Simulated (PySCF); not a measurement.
An unknown is described by computed data only.

Elements present: C, H and N. Monoisotopic mass: 77.0265 u.

| Quantity | Value |
| --- | --- |
| Polarisability | 69.5 au [CAM-B3LYP/def2-SVPD] |
| NMR, other nuclei | isotropic shieldings of nuclei other than C and H, by class: -70 (1 N) ppm [GIAO PBE0/pcSseg-1] |
| Valence photoelectron | vertical ionisation energy: 9.88 eV [ΔSCF CAM-B3LYP/def2-SVPD] |
| 1H NMR | chemical shifts (computed TMS as zero) by class: 6.41 (1 H), 5.79 (1 H), 3.90 (1 H) ppm [GIAO PBE0/pcSseg-1] |
| Rotational structure | rotational constants A, B, C: 46.731, 1.464, 1.419 GHz [PBE0-D3(BJ)/def2-SVP] |
| Triplet | lowest triplet excitation (Tamm–Dancoff): 2.89 eV [TDA CAM-B3LYP/def2-SVPD] |
| 13C NMR | chemical shifts (computed TMS as zero) by class: 138.6 (1 C), 121.9 (1 C), 121.0 (1 C), 102.5 (1 C), 82.7 (1 C) ppm [GIAO PBE0/pcSseg-1] |
| UV, first state | lowest singlet excitation: 4.90 eV (253 nm, f = 0.000) [TDDFT CAM-B3LYP/def2-SVPD] |
| Couplings | largest of the computed one-bond spin–spin couplings (means over like bonds): 13C–1H +281.2, 13C–13C +216.4, 13C–1H +183.6, 13C–1H +177.3, 13C–13C +104.2, 13C–13C +95.6, 13C–13C +88.2, 15N–13C -19.9 Hz [B3LYP/pcJ-1] |
| Dipole | 4.23 D [CAM-B3LYP/def2-SVPD] |

Electronic properties: PySCF, gas phase, density fitting. Levels stand in brackets. Isolated species at its PBE0-D3(BJ)/def2-SVP geometry, gas phase. Each NMR value is the plain mean over a class of atoms that symmetry, rotation or inversion makes alike.

**Question.** Which formula fits the mass and the elements?

**Answer.** C5H3N (calculated 77.0265). No other formula that holds each of these elements comes within 0.0003 u with a fitting electron parity and a possible valence count.

**Question.** Give a SMILES that accounts for the data.

**Answer.** Numbering: `[CH:1]#[C:2]/[CH:3]=[CH:4]/[C:5]#[N:6]`. Its formula, C5H3N, gives 5 degrees of unsaturation: 0 rings and 5 π bonds in the structure found. 5 carbons fall into 5 classes; from least to most shielded: alkene CH carbon [C3] (138.6 ppm), nitrile carbon [C5] (121.9 ppm), alkene CH carbon [C4] (121.0 ppm), terminal alkyne carbon [C1] (102.5 ppm), alkyne carbon [C2] (82.7 ppm). Hydrogen classes from least to most shielded: 1 H on an alkene CH carbon, C3 (6.41 ppm), 1 H on an alkene CH carbon, C4 (5.79 ppm), 1 H on a terminal alkyne carbon, C1 (3.90 ppm). The other shieldings belong to: -70 ppm, nitrile nitrogen [N6]. The couplings run between: +281.2 Hz, terminal alkyne carbon [C1] and its hydrogen; +216.4 Hz, terminal alkyne carbon [C1] and alkyne carbon [C2]; +183.6 Hz, alkene CH carbon [C4] and its hydrogen; +177.3 Hz, alkene CH carbon [C3] and its hydrogen; +104.2 Hz, alkyne carbon [C2] and alkene CH carbon [C3]; +95.6 Hz, alkene CH carbon [C4] and nitrile carbon [C5]; +88.2 Hz, alkene CH carbon [C3] and alkene CH carbon [C4]; -19.9 Hz, nitrile nitrogen [N6] and nitrile carbon [C5]. S1 is mainly HOMO−1→LUMO (weight 0.95); the largest Löwdin shares of the orbital it empties are 0.42 on the terminal alkyne carbon, 0.41 on the alkyne carbon and 0.07 on an alkene CH carbon, of the orbital it fills 0.24 on an alkene CH carbon, 0.22 on an alkene CH carbon, 0.14 on the terminal alkyne carbon and 0.11 on the nitrile nitrogen. The first electron is taken from the HOMO, whose largest Löwdin shares are 0.22 on the terminal alkyne carbon, 0.19 on an alkene CH carbon, 0.18 on the alkyne carbon and 0.15 on an alkene CH carbon. The optimised geometry has point group Cs and is an asymmetric top. Structure: `C#C/C=C/C#N` (t-cyanovinylacetylene). Computed isomers that give other values at the same levels: `C=CC#CC#N` (rotational constant A: 40.128 GHz; this holds for the one conformer computed); `[H]/N=C\C#CC#C` (rotational constant A: 44.039 GHz; this holds for the one conformer computed); `C#CC(=C)C#N` (rotational constant A: 6.326 GHz; this holds for the one conformer computed). The assignments are read from this structure; whether some other isomer fits the data as well wasn't checked.
